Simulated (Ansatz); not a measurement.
Compare A (`CC(N)=C=O`) with its isomer B (`COC=C=N`).

Program: Ansatz. Geometries: PBE0-D4/def2-TZVP. ΔE: electronic, gas phase. CBS: MP2 limit from def2 TZ/QZ plus the TZ coupled-cluster correction, frozen cores. DFT in def2-TZVPP. B3LYP here is the variant with VWN-RPA as its local correlation; programs differ in this. Each species was taken in one conformer, which may not be the lowest.

Task: Which is lower in electronic energy at CCSD(T)/CBS, and by how much? (Estimate.)

Result: Ansatz gave: A, by 108.4 kJ/mol.

Task: Give E(B) − E(A) in kJ/mol with CCSD/def2-TZVPP, BLYP-D4, PBE-D4, B3LYP, PBE0-D4, CCSD(T)/def2-TZVPP, B3LYP-D4. (Best estimate.)

Result: The calculation gave: CCSD/def2-TZVPP 105.5, BLYP-D4 102.8, PBE-D4 111.6, B3LYP 102.3, PBE0-D4 113.2, CCSD(T)/def2-TZVPP 106.5, B3LYP-D4 104.4. None reverses the order clearly.

Task: Does the order hold for the free energy at 298.15 K (harmonic terms from PBE0-D4)? (An estimate is asked.)

Result: Ansatz gave: Yes: G(B) − G(A) = +106.8 kJ/mol, for one conformer each.

Largest T1 diagnostic: 0.015.

Leaving LDA and LC-ωPBE aside and taking each functional with its dispersion term where it has one, the values, not all of them listed here, spread over 14.6 kJ/mol, from BLYP-D4 to PBE-QIDH. At CCSD(T), def2-SVP lies +3.8 kJ/mol from the extrapolated value and def2-TZVPP −1.9 kJ/mol.
